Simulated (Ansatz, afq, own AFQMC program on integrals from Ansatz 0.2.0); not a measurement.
AFQMC on a folder of integrals that Ansatz 0.2.0 wrote.

```yaml
crystal:
  periodic: [false, false, false]
  atoms:
    - {symbol: Al, position_ang: [0.000000, 0.000000, 0.000000]}
    - {symbol: N, position_ang: [0.000000, 0.000000, 3.331000]}
basis:
  gaussian: {orbitals: 6-31G}
magnetization: {spin_polarized: false, initial_magnetization: 2}
correlation: {method: ccsd_t, electrons: outside_noble_gas, hamiltonian_folder: ham}
```

```sh
$ ansatz run in.yaml --threads 1 --pin off --events-out ev --progress --plain --max-ram 24576MiB --backend cuda --devices 0, --max-vram 18GiB
```

Options of the walk:

```
--method phaseless --trial hf --walkers 4000 --populations 20 --least-time 40 --time-step 0.005 --steps-per-block 20 --equilibration-blocks 160 --max-blocks 4000 --target-error 0.0017000 --factor-cut 1e-05 --start spin_pure --seed 9726 --taylor-order 6
```

Times are imaginary, in 1/Eh. The walk had a cap of 49 s. With eight or more populations the least sampling time is a fifth of least-time, and the error comes from their spread.

Log:

```
orbitals 16  electrons 5 3  factors 78 of 270
reference energy -296.15107787 Eh
CCSD correlation -0.15369112 Eh in 20 cycles, weight of the determinant in the CISD state 0.5859
energy of the start -296.151085 Eh
 block  time / (1/Eh)  mean weight  energy / Eh
     1     0.100  1.0003  -296.167719
     2     0.200  1.0006  -296.181455
     3     0.300  1.0006  -296.192647
     4     0.400  1.0005  -296.202424
     5     0.500  1.0005  -296.208577
     8     0.800  1.0004  -296.224442
    13     1.300  1.0002  -296.242983
    25     2.500  0.9999  -296.264251
    31     3.100  0.9999  -296.269427
    49     4.900  1.0001  -296.282859
    67     6.700  1.0000  -296.287171
    85     8.500  0.9999  -296.285111
   103    10.300  1.0004  -296.291773
   121    12.100  1.0002  -296.287657
   139    13.900  1.0000  -296.292256
   157    15.700  1.0001  -296.292031
   175    17.500  1.0002  -296.286539
   193    19.300  1.0000  -296.286735
   211    21.100  0.9998  -296.282016
   217    21.700  0.9993  -296.293467
   229    22.900  0.9999  -296.283706
   235    23.500  0.9998  -296.282554
error from the spread of 20 populations
energy -296.286755 +/- 0.001573 Eh
(rows thinned)
```

The run passed its tests (sampling time, drift between the halves within three errors, error under three times the target), which doesn't prove that it has relaxed.

Against this walk (error 42.8 meV) on the same determinant: CCSD(T) 595.0 meV lower, CCSDT(Q) 625.5 meV lower, CCSDTQ 624.9 meV lower, full CI 625.3 meV lower, a separate phaseless walk with a CISD trial and standard settings 544.1 ± 42.9 meV lower. The error is statistical and leaves out the bias of the constraint. Full CI is exact here, so the walk's 625 meV above it is the walk's own error: the bias of the constraint with this trial. It lies above even CCSD, by 490 meV. The determinant is a poor start (see the cautions), so the low cluster orders aren't to be relied on, and full CI is the sure value.

Cautions: constraint bias not in the error; lower spins were not checked; a spin-contaminated unrestricted determinant lies lower (UHF 2.38 eV lower, ⟨S²⟩ 3.00); strong correlation (T1 0.158, weight of the determinant 0.59, largest double 0.29); the CCSD(T) amplitudes may be one of several solutions (largest double 0.29); the CCSDT(Q) amplitudes may be one of several solutions (largest double 0.39); the CCSDTQ amplitudes may be one of several solutions (largest double 0.39).

The walk took 15 s on 1 × NVIDIA H100 80GB HBM3 with 2 threads of AMD EPYC 7R13 Processor (Zen 3), with other jobs on the host (the card was shared). The log's last line is the phaseless energy.

CCSDT and higher add their correlation energy to the determinant of the CCSD(T) run, since their own runs factorise the integrals more tightly (a shift of under 2 meV). A walk keeps the symmetry of its determinant, which the program's search chose and which needn't be the lowest solution, so a lower state of the same spin and another symmetry isn't excluded.
